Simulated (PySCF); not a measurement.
Species: azetidine, C3H7N.
Geometry (PBE0-D3(BJ)/def2-TZVP, Å), atoms numbered from 1 in this order:
```xyz
11
C3H7N angstrom
C     -0.0014    0.9652   -0.1322
C      1.0428   -0.1326    0.1262
N     -0.0396   -0.9974    0.6212
C     -1.0387   -0.1663   -0.0683
H     -0.0888    1.6579    0.7045
H      0.0745    1.5258   -1.0625
H      1.8301    0.0756    0.8556
H      1.5083   -0.4815   -0.8054
H      0.0017   -1.9674    0.3375
H     -1.9566    0.0124    0.4978
H     -1.3074   -0.5265   -1.0709
```

Computed with PySCF at wB97X-D/pcSseg-2, non-relativistic, on one gas-phase PBE0-D3(BJ)/def2-TZVP geometry that isn't relaxed in the solvent. The solvent is an IEF-PCM continuum (cavity from Bondi-type radii × 1.2). Only the electrostatic response of the medium enters.

Gas phase at wB97X-D/pcSseg-2: HOMO -8.38 eV, LUMO 2.33 eV, dipole 1.31 D.

Problem. What does the continuum do to the energy, the frontier levels and the dipole at wB97X-D/pcSseg-2 in chloroform?

Solution. 
| solvent | ε | E(solvent) − E(gas) (kcal/mol) | polarisation term (kcal/mol) | distortion of the solute (kcal/mol) | HOMO (eV) | LUMO (eV) | dipole (D) |
| --- | --- | --- | --- | --- | --- | --- | --- |
| chloroform | 4.711 | -2.39 | -2.66 | 0.27 | -8.44 | 2.50 | 1.64 |

Polarisation term: ½ Σ q·V over the induced surface charges. Distortion: the rise of the solute's own energy as its density leaves the gas-phase optimum.

Problem. Which radius a makes the point-dipole formula ΔE = −[(ε − 1)/(2ε + 1)]·μ²/a³ give the value in chloroform, with the gas-phase dipole?

Solution. μ = 0.517 au and |ΔE| = 0.00380 Eh give a = 1.55 Å; the farthest nucleus lies 2.02 Å from the centroid of the nuclei, so such a sphere wouldn't even hold the nuclei. The formula assumes a rigid point dipole at the centre of a sphere.

Problem. Give the dipole vector in the frame of the coordinates (D, pointing from negative to positive charge), gas and chloroform.

Solution. Gas (0.12, -0.01, -1.31), solvent (0.15, -0.01, -1.64). Its length changes by +25 % and its direction by less than 1°.

Note: wB97X-D ran without an empirical dispersion term, which enters the total energy and its gradient alone.
